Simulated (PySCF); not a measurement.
**P₂H₂: structure of the singlet**

Aim: relax P₂H₂ as a singlet from a rhombic ring start, check by its vibrations whether the end is a minimum, and collect its spectrum and constants.

Program: PySCF 2.14.0. Level of theory: PBE0, basis P def2-TZVP, H def2-TZVP, no relativity, density fitting. These are calculated values, not measurements.

## (1) Starting geometry

4 atoms, charge 0, spin multiplicity 1.

Bond lengths: P1–P2 2.068 Å, P1–H3 1.516 Å, P1–H4 1.516 Å, P2–H3 1.516 Å, P2–H4 1.516 Å. Angles: P2–P1–H3 47.0°, P2–P1–H4 47.0°, H3–P1–H4 94.0°, P1–P2–H3 47.0°, P1–P2–H4 47.0°, H3–P2–H4 94.0°, P1–H3–P2 86.0°, P1–H4–P2 86.0°.

Coordinates in bohr (charge 0 multiplicity 1):
```
P     1.9536    0.0000    0.0000
P    -1.9536    0.0000    0.0000
H     0.0000    2.0950    0.0000
H     0.0000   -2.0950    0.0000
```

## (2) First SCF at the start

The steps below are one call of a driver around PySCF. For each, scf.py gives the equivalent set-up of the SCF; relaxations use the driver's own optimiser. After this first run the driver tries any further starts and a stability analysis.

Input file scf.py:

```python
from pyscf import gto, scf, dft
mol = gto.M(atom='''
P      1.033800     0.000000     0.000000
P     -1.033800     0.000000     0.000000
H      0.000000     1.108600     0.000000
H      0.000000    -1.108600     0.000000''',
    basis={'P': 'def2-TZVP', 'H': 'def2-TZVP'},
    charge=0, spin=0)
mf = dft.RKS(mol, xc='PBE0')
mf.grids.atom_grid = (50, 194)
aux = {'P': 'def2-universal-JKFIT', 'H': 'def2-universal-JKFIT'}
mf = mf.density_fit(auxbasis=aux)
mf.conv_tol = 1e-08
mf.diis_space = 10
mf.max_cycle = 60
mf.init_guess = 'minao'
mf.verbose = 4
mf.kernel()
```

Launch:

```console
> OMP_NUM_THREADS=2 python axn.py task.json out
```

Output:

```text
init E= -683.811520840346
  HOMO = -0.173107775227292  LUMO = -0.146930649190573  gap/eV = 0.71232
cycle= 1 E= -683.490064040817  delta_E= 0.321  |g|= 0.131  |ddm|= 1.76
  HOMO = -0.186870174362694  LUMO = -0.108458864614349  gap/eV = 2.13368
cycle= 2 E= -683.492595434118  delta_E= -0.00253  |g|= 0.0462  |ddm|= 0.172
  HOMO = -0.187106749341496  LUMO = -0.109779349399735  gap/eV = 2.10419
cycle= 3 E= -683.493055707025  delta_E= -0.00046  |g|= 0.015  |ddm|= 0.0573
  HOMO = -0.188869002232609  LUMO = -0.111211326911025  gap/eV = 2.11317
cycle= 4 E= -683.493121910907  delta_E= -6.62e-05  |g|= 0.00238  |ddm|= 0.0157
  HOMO = -0.188404274530017  LUMO = -0.110645612825707  gap/eV = 2.11592
cycle= 5 E= -683.493123747282  delta_E= -1.84e-06  |g|= 0.000727  |ddm|= 0.00443
  HOMO = -0.188496022750908  LUMO = -0.110752707099277  gap/eV = 2.11550
cycle= 6 E= -683.493123844529  delta_E= -9.72e-08  |g|= 5.43e-05  |ddm|= 0.000804
  HOMO = -0.188494242984772  LUMO = -0.110753814472934  gap/eV = 2.11542
cycle= 7 E= -683.493123845436  delta_E= -9.07e-10  |g|= 4.12e-06  |ddm|= 6.53e-05
  HOMO = -0.188495594160862  LUMO = -0.110754668779327  gap/eV = 2.11544
Extra cycle  E= -683.493123845443  delta_E= -7.5e-12  |g|= 2.81e-06  |ddm|= 1.01e-05
converged SCF energy = -683.493123845443
```

This step, with its further starts and checks, took 3.1 s on 2 threads of Arm Neoverse N1, shared host.

No lower closed-shell solution turned up in the test of internal stability.

## (3) Relaxation: rhombic ring start, singlet

The program finds D2h symmetry in the start, which this walk keeps. The walk stops when the largest gradient is under 0.0003 Eh/bohr and the energy has settled too.

Edit scf.py of step 2 so:

```diff
@@ -16 +15,0 @@
-mf.init_guess = 'minao'
```

Steps of the walk:

```tsv
step	energy (Eh)	change (kJ/mol)	largest symmetric gradient (Eh/bohr)
0	-683.493124	0.00	0.09539
1	-683.512050	-49.69	0.02296
2	-683.513503	-53.51	0.00676
3	-683.513647	-53.88	0.00077
4	-683.513650	-53.89	0.00013
```

The walk took 5.3 s.

Positions (Å) and forces (eV/Å) along the way:

```
step 0
P    1.034   0.000   0.000   4.905   0.000   0.000
P   -1.034   0.000   0.000  -4.905   0.000   0.000
H    0.000   1.109   0.000   0.000  -0.120   0.000
H    0.000  -1.109   0.000   0.000   0.120   0.000
step 1
P    1.122   0.000   0.000   1.181   0.000   0.000
P   -1.122   0.000   0.000  -1.181   0.000   0.000
H    0.000   1.059   0.000   0.000   0.041   0.000
H    0.000  -1.059   0.000   0.000  -0.041   0.000
step 2
P    1.149   0.000   0.000   0.348   0.000   0.000
P   -1.149   0.000   0.000  -0.348   0.000   0.000
H    0.000   1.048   0.000   0.000   0.040   0.000
H    0.000  -1.048   0.000   0.000  -0.040   0.000
step 3
P    1.160   0.000   0.000   0.040   0.000   0.000
P   -1.160   0.000   0.000  -0.040   0.000   0.000
H    0.000   1.045   0.000   0.000   0.018   0.000
H    0.000  -1.045   0.000   0.000  -0.018   0.000
step 4
P    1.161   0.000   0.000   0.003   0.000   0.000
P   -1.161   0.000   0.000  -0.003   0.000   0.000
H    0.000   1.045   0.000   0.000   0.007   0.000
H    0.000  -1.045   0.000   0.000  -0.007   0.000
```

End point (D2h, 4 steps, 53.9 kJ/mol gained): P–H 1.562 Å (×4), P–P 2.322 Å; H–P–H 84.0° (×2), H–P–P 42.0° (×4), P–H–P 96.0° (×2).

## (4) Vibrations and properties at this point

The point is checked on the finer grid, and tightened if its gradient asks for it. The Hessian and the dipole derivatives come from central differences of analytic gradients, with steps of 0.02 bohr.

Edit scf.py of step 3 so:

```diff
@@ -3,4 +3,4 @@
-P      1.033800     0.000000     0.000000
-P     -1.033800     0.000000     0.000000
-H      0.000000     1.108600     0.000000
-H      0.000000    -1.108600     0.000000''',
+P      1.160892     0.000000     0.000000
+P     -1.160892    -0.000000     0.000000
+H     -0.000000     1.045458     0.000000
+H      0.000000    -1.045458     0.000000''',
@@ -10 +10 @@
-mf.grids.atom_grid = (50, 194)
+mf.grids.atom_grid = (75, 302)
@@ -13 +13 @@
-mf.conv_tol = 1e-08
+mf.conv_tol = 1e-10
```

This SCF starts from the last density.

Log of the central SCF (cycles and frontier levels):

```text
init E= -683.513664336457
  HOMO = -0.201612756053965  LUMO = -0.131299754147523  gap/eV = 1.91331
cycle= 1 E= -683.513664336448  delta_E= 9.09e-12  |g|= 5.7e-06  |ddm|= 7.16e-06
  HOMO = -0.201612793549549  LUMO = -0.13129978843607  gap/eV = 1.91331
Extra cycle  E= -683.513664336315  delta_E= 1.33e-10  |g|= 1.94e-05  |ddm|= 2.44e-05
converged SCF energy = -683.513664336315
```

The whole step took 23 s.

Geometry: D2h; P–H 1.562 Å (×4), P–P 2.322 Å; H–P–H 84.0° (×2), H–P–P 42.0° (×4), P–H–P 96.0° (×2).

Modes, for the most abundant isotopes:

| symmetry | ω (cm⁻¹) | IR (km/mol) | μ (u) |
| --- | --- | --- | --- |
| b3g | 951i | 0.0 | 1.03 |
| b3u | 519i | 2.7 | 1.04 |
| ag | 487 | 0.0 | 26.14 |
| b1u | 1129 | 152 | 1.04 |
| b2u | 1775 | 5.6 | 1.04 |
| ag | 1978 | 0.0 | 1.01 |

With 2 modes imaginary (up to 951i cm⁻¹) this point is a saddle.

Constants and moments:

```
Dipole moment                                                   : 0.00 D
Highest occupied level                                          : -5.49 eV
Lowest empty level                                              : -3.57 eV
Rotational constants                                            : 7.652, 0.2019, 0.1967 cm⁻¹
Zero-point energy (real modes)                                  : 32.1 kJ/mol
Principal polarisabilities                                      : 31.7, 36.6, 89.9 bohr³
Atomisation energy without zero-point energy                    : 634 kJ/mol
Principal traceless quadrupole moments about the centre of mass : -0.41, 0.02, 0.39 D Å
```

Populations by atom (charges in e):

```tsv
atom	Mulliken	Löwdin	polar tensor	Mayer order to P1
P1	-0.25	-0.09	-0.12	–
P2	-0.25	-0.09	-0.12	1.82
H3,4	0.25	0.09	0.12	0.47
```

Outer orbital energies (eV). occupied: -129.80, -129.80, -20.52, -14.18, -12.82, -9.57, -7.70, -5.49; empty: -3.57, -1.00, 0.17, 0.74.

Mulliken populations on P1: s 5.92, p 9.16, d 0.15, f 0.01.

## (5) Following the imaginary mode

The start is the last point, displaced along its most imaginary mode.

The program finds C2h symmetry in the start, which this walk keeps. Threshold on the gradient: 0.0003 Eh/bohr, with a further test on the energy change.

Edit scf.py of step 4 so:

```diff
@@ -3,4 +3,4 @@
-P      1.160892     0.000000     0.000000
-P     -1.160892    -0.000000     0.000000
-H     -0.000000     1.045458     0.000000
-H      0.000000    -1.045458     0.000000''',
+P      1.160892    -0.003516     0.000000
+P     -1.160892     0.003516    -0.000000
+H     -0.120000     1.045458    -0.000000
+H      0.120000    -1.045458     0.000000''',
@@ -10 +10 @@
-mf.grids.atom_grid = (75, 302)
+mf.grids.atom_grid = (50, 194)
@@ -13 +13 @@
-mf.conv_tol = 1e-10
+mf.conv_tol = 1e-08
```

Steps of the walk:

```tsv
step	energy (Eh)	change (kJ/mol)	largest symmetric gradient (Eh/bohr)
0	-683.515245	0.00	0.00901
1	-683.516740	-3.92	0.01146
2	-683.547940	-85.84	0.06069
3	-683.602383	-228.78	0.06493
4	-683.614816	-261.42	0.12113
5	-683.636699	-318.88	0.02629
6	-683.639145	-325.30	0.00674
7	-683.639481	-326.18	0.00220
8	-683.639525	-326.30	0.00033
9	-683.639525	-326.30	0.00013
```

The walk took 11 s.

It settles in C2h symmetry, 326.3 kJ/mol below the start, after 9 steps: P–H 1.427 Å (×2), P–P 2.016 Å; H–P–P 94.0° (×2).

## (6) Is it a minimum? Harmonic modes

The same treatment as at the point before.

Edit scf.py of step 5 so:

```diff
@@ -3,4 +3,4 @@
-P      1.160892    -0.003516     0.000000
-P     -1.160892     0.003516    -0.000000
-H     -0.120000     1.045458    -0.000000
-H      0.120000    -1.045458     0.000000''',
+P      0.939620    -0.364356     0.000000
+P     -0.939620     0.364356    -0.000000
+H     -0.516659     1.727464    -0.000000
+H      0.516659    -1.727464     0.000000''',
@@ -10 +10 @@
-mf.grids.atom_grid = (50, 194)
+mf.grids.atom_grid = (75, 302)
@@ -13 +13 @@
-mf.conv_tol = 1e-08
+mf.conv_tol = 1e-10
```

Log of the central SCF (cycles and frontier levels):

```text
init E= -683.639524285225
  HOMO = -0.273358816354925  LUMO = -0.105935657994111  gap/eV = 4.55582
cycle= 1 E= -683.639524285231  delta_E= -5.91e-12  |g|= 9.39e-08  |ddm|= 2.26e-07
  HOMO = -0.273358793578593  LUMO = -0.10593563460856  gap/eV = 4.55582
Extra cycle  E= -683.639524285232  delta_E= -9.09e-13  |g|= 1.12e-07  |ddm|= 2.05e-07
converged SCF energy = -683.639524285232
```

The whole step took 26 s on 2 threads of Arm Neoverse N1, shared host.

Geometry: C2h; P–H 1.427 Å (×2), P–P 2.016 Å; H–P–P 94.0° (×2).

Modes, for the most abundant isotopes:

| symmetry | ω (cm⁻¹) | IR (km/mol) |
| --- | --- | --- |
| ag | 646 | 0.0 |
| bu | 675 | 8.6 |
| au | 788 | 0.0 |
| ag | 972 | 0.0 |
| ag | 2359 | 0.0 |
| bu | 2375 | 98.4 |

Every mode is real; the point is a minimum.

Properties at this point:

| Quantity | Value |
| --- | --- |
| Dipole moment | 0.00 D |
| Highest occupied level | -7.44 eV |
| Lowest empty level | -2.88 eV |
| Rotational constants | 4.298, 0.2572, 0.2427 cm⁻¹ |
| Zero-point energy | 46.7 kJ/mol |
| Principal polarisabilities | 30.2, 43.4, 72.0 bohr³ |
| Atomisation energy without zero-point energy | 964 kJ/mol |
| Principal traceless quadrupole moments about the centre of mass | -3.26, -0.37, 3.63 D Å |
| Entropy at 298.15 K and 1 bar | 248.5 J/(mol K) |
| Heat capacity Cp at 298.15 K | 45.4 J/(mol K) |
| Enthalpy at 298.15 K above 0 K | 10.92 kJ/mol |
| Rotational symmetry number | 2 |

Charges (e) and bond orders:

```csv
atom,Mulliken,Löwdin,polar tensor,Mayer order to P1
P1,-0.08,0.00,0.08,–
P2,-0.08,0.00,0.08,2.07
H3,0.08,0.00,-0.08,0.01
H4,0.08,0.00,-0.08,0.93
```

Outer orbital energies (eV). occupied: -129.41, -129.39, -19.32, -15.17, -10.26, -9.99, -7.85, -7.44; empty: -2.88, 0.43, 0.71, 1.53.

Mulliken populations on P1: s 5.79, p 9.12, d 0.16, f 0.01.

## (7) The points found, side by side

| spin | group | bonds | imaginary modes (cm⁻¹) | ΔE (kJ/mol) | with zero-point energy |
| --- | --- | --- | --- | --- | --- |
| singlet | C2h | P–H 1.427 Å (×2), P–P 2.016 Å | none | 0.0 | 0.0 |
| singlet | D2h | P–H 1.562 Å (×4), P–P 2.322 Å | 951i, 519i | 330.4 | – |

## (8) Results

| quantity | value |
| --- | --- |
| minimum | singlet, C2h |
| geometry | P–H 1.427 Å (×2), P–P 2.016 Å; H–P–P 94.0° (×2) |
| wavenumbers (cm⁻¹) | 646 (ag), 675 (bu), 788 (au), 972 (ag), 2359 (ag), 2375 (bu) |
| dipole moment | 0.00 D |
| highest occupied, lowest empty level | -7.44, -2.88 eV |
| polar-tensor charge of P1 | +0.08 e |
| zero-point energy | 46.7 kJ/mol |
| entropy at 298.15 K | 248.5 J/(mol K) |
| atomisation energy (no zero-point energy) | 964 kJ/mol |

From D2h at the start the molecule goes to a C2h minimum, after a stop at a second-order saddle point 330.4 kJ/mol higher, from which it was pushed off along an imaginary mode. The strongest infrared band lies at 2375 cm⁻¹ (bu). Only this shape and spin were tried, so other structures or states may lie lower.

The search up to here took 69 s.
